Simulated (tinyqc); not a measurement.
Inside a calculation. Method: UHF in the sto-3g basis, for CH2, spin multiplicity 1. One step of it, computed by the program tinyqc.

Task: Iteration 1: diagonalisation and new density. Diagonalise F' = X^T F X, C = X C', fill 4 alpha and 4 beta electrons from the bottom; D(s) = C_occ C_occ^T. Each column has its largest component positive (the first on a tie).

F(alpha) (hartree), lower triangle:
```
            1C 1s      1C 2s     1C 2px     1C 2py     1C 2pz      2H 1s      3H 1s
1C 1s   -9.961627
1C 2s   -2.745300  -1.026010
1C 2px   0.005037   0.122353   0.251035
1C 2py  -0.000268  -0.001953   0.000019  -0.027279
1C 2pz   0.010405  -0.261942  -0.201681  -0.001003   0.428980
2H 1s   -0.764248  -0.542956   0.015413  -0.210745  -0.157297  -0.202410
3H 1s   -0.748712  -0.535476   0.015133   0.208874  -0.155929  -0.194796  -0.196049
```

F(beta) (hartree), lower triangle:
```
            1C 1s      1C 2s     1C 2px     1C 2py     1C 2pz      2H 1s      3H 1s
1C 1s   -9.961627
1C 2s   -2.745300  -1.026010
1C 2px  -0.005037  -0.122353   0.251035
1C 2py  -0.000268  -0.001953  -0.000019  -0.027279
1C 2pz   0.010405  -0.261942   0.201681  -0.001003   0.428980
2H 1s   -0.764248  -0.542956  -0.015413  -0.210745  -0.157297  -0.202410
3H 1s   -0.748712  -0.535476  -0.015133   0.208874  -0.155929  -0.194796  -0.196049
```

X, lower triangle:
```
            1C 1s      1C 2s    1C 2px     1C 2py     1C 2pz      2H 1s     3H 1s
1C 1s    1.027191
1C 2s   -0.156860   1.341731
1C 2px   0.000000   0.000000  1.000000
1C 2py  -0.000134   0.003455  0.000000   1.209456
1C 2pz  -0.012978   0.149739  0.000000   0.001455   1.070626
2H 1s    0.026773  -0.383944  0.000000  -0.322308  -0.181396   1.301516
3H 1s    0.026690  -0.376148  0.000000   0.317605  -0.178248  -0.036495  1.293375
```

Give: F' = X^T F X; orbital energies; coefficients C; F' = X^T F X; orbital energies; coefficients C; D(alpha) after iteration 1; D(beta) after iteration 1.

Result:

F' = X^T F X (alpha) (hartree), lower triangle:
```
         1        2        3        4        5        6       7
1  -9.7270
2  -1.5194  -0.1914
3  -0.0106   0.1216   0.2510
4   0.0001   0.0018   0.0000   0.2840
5   0.0184  -0.0758  -0.2032   0.0009   0.5396
6  -0.1364  -0.3994   0.0092  -0.3713  -0.2211   0.2773
7  -0.1308  -0.3916   0.0091   0.3667  -0.2177  -0.0704  0.2715
```

orbital energies (alpha) (hartree): MO1 -9.9705, MO2 -0.4739, MO3 -0.2084, MO4 0.1082, MO5 0.5794, MO6 0.8289, MO7 0.8413

coefficients C (alpha):
```
            MO1      MO2      MO3      MO4      MO5      MO6      MO7
1C 1s    0.9911  -0.2198   0.0010   0.0672  -0.1828   0.0907   0.0675
1C 2s    0.0386   0.6451  -0.0043  -0.3176   0.9449  -0.6821  -0.5096
1C 2px  -0.0009  -0.0631   0.0006   0.8415   0.5004   0.1612   0.1076
1C 2py   0.0001   0.0038   0.5692   0.0005  -0.0131   0.6690  -0.9464
1C 2pz   0.0037   0.1999  -0.0010   0.4262  -0.3226  -0.7775  -0.5508
2H 1s   -0.0086   0.2730   0.4117   0.1387  -0.4963   0.1166   1.2070
3H 1s   -0.0085   0.2681  -0.4174   0.1393  -0.5145   1.1591  -0.2741
```

F' = X^T F X (beta) (hartree), lower triangle:
```
         1        2        3        4        5        6       7
1  -9.7270
2  -1.5194  -0.1914
3   0.0106  -0.1216   0.2510
4   0.0001   0.0018   0.0000   0.2840
5   0.0184  -0.0758   0.2032   0.0009   0.5396
6  -0.1364  -0.3994  -0.0092  -0.3713  -0.2211   0.2773
7  -0.1308  -0.3916  -0.0091   0.3667  -0.2177  -0.0704  0.2715
```

orbital energies (beta) (hartree): MO1 -9.9705, MO2 -0.4739, MO3 -0.2084, MO4 0.1082, MO5 0.5794, MO6 0.8289, MO7 0.8413

coefficients C (beta):
```
            MO1      MO2      MO3      MO4      MO5      MO6      MO7
1C 1s    0.9911  -0.2198   0.0010  -0.0672  -0.1828   0.0907   0.0675
1C 2s    0.0386   0.6451  -0.0043   0.3176   0.9449  -0.6821  -0.5096
1C 2px   0.0009   0.0631  -0.0006   0.8415  -0.5004  -0.1612  -0.1076
1C 2py   0.0001   0.0038   0.5692  -0.0005  -0.0131   0.6690  -0.9464
1C 2pz   0.0037   0.1999  -0.0010  -0.4262  -0.3226  -0.7775  -0.5508
2H 1s   -0.0086   0.2730   0.4117  -0.1387  -0.4963   0.1166   1.2070
3H 1s   -0.0085   0.2681  -0.4174  -0.1393  -0.5145   1.1591  -0.2741
```

D(alpha) after iteration 1, lower triangle:
```
          1C 1s    1C 2s  1C 2px   1C 2py  1C 2pz    2H 1s   3H 1s
1C 1s    1.0351
1C 2s   -0.1249   0.5185
1C 2px   0.0696  -0.3080  0.7121
1C 2py  -0.0001  -0.0002  0.0005   0.3240
1C 2pz  -0.0116  -0.0063  0.3460   0.0004  0.2216
2H 1s   -0.0588   0.1299  0.0997   0.2354  0.1132   0.2633
3H 1s   -0.0584   0.1302  0.1001  -0.2365  0.1134  -0.0793  0.2656
```

D(beta) after iteration 1, lower triangle:
```
          1C 1s    1C 2s   1C 2px   1C 2py  1C 2pz    2H 1s   3H 1s
1C 1s    1.0351
1C 2s   -0.1249   0.5185
1C 2px  -0.0696   0.3080   0.7121
1C 2py  -0.0001  -0.0002  -0.0005   0.3240
1C 2pz  -0.0116  -0.0063  -0.3460   0.0004  0.2216
2H 1s   -0.0588   0.1299  -0.0997   0.2354  0.1132   0.2633
3H 1s   -0.0584   0.1302  -0.1001  -0.2365  0.1134  -0.0793  0.2656
```
